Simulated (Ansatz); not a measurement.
`B1CO1` and `B1CS1` differ in one element.

Ansatz, PBE0-D4/def2-TZVP geometries, multiplicity 1. 

```
                                           property  `B1CO1`
                 LUMO energy (PBE0/def2-TZVPP) / eV    -0.42
     size of the dipole moment (PBE/def2-TZVPP) / D     1.11
                 HOMO energy (PBE0/def2-TZVPP) / eV    -8.29
                HOMO energy (B3LYP/def2-TZVPP) / eV    -8.08
vertical ionisation energy (CCSD(T)/CBS(def2)) / eV    11.14
                HOMO–LUMO gap (PBE/def2-TZVPP) / eV     5.49
```

(1) What does the change do to each property? (Estimate.)

Results:

(1) Ansatz gave: 
```
                                           property  `B1CS1`  shift
                 LUMO energy (PBE0/def2-TZVPP) / eV    -1.23  -0.81
     size of the dipole moment (PBE/def2-TZVPP) / D     0.92  -0.19
                 HOMO energy (PBE0/def2-TZVPP) / eV    -7.66   0.63
                HOMO energy (B3LYP/def2-TZVPP) / eV    -7.41   0.67
vertical ionisation energy (CCSD(T)/CBS(def2)) / eV    10.20  -0.94
                HOMO–LUMO gap (PBE/def2-TZVPP) / eV     4.35  -1.14
```

With PBE0 the HOMO rises by 0.63 eV and the LUMO falls by 0.81 eV, so the gap narrows by about 1.44 eV. PBE moves the HOMO by 0.39 eV and ωB97M-V by 0.82 eV. Dipoles are sizes alone; their direction can turn.

B3LYP here is the variant with VWN-RPA as its local correlation; programs differ in this.
